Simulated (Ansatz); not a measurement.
## Litharge PbO

Calculation: rVV10 (plane waves, PAW; Ansatz, a quantum-chemistry and plane-wave program).

Cell: relaxed at this level.

```yaml
interlayer_binding_energy: 27.2 meV/Å²
layer_repeat_distance: 4.992 Å
gap_between_the_layers: 2.604 Å
```

Spin–orbit coupling is not included; it can shift volumes and moduli of such heavy elements.

Cost on a shared machine: about 4 core-minutes (a rough figure).
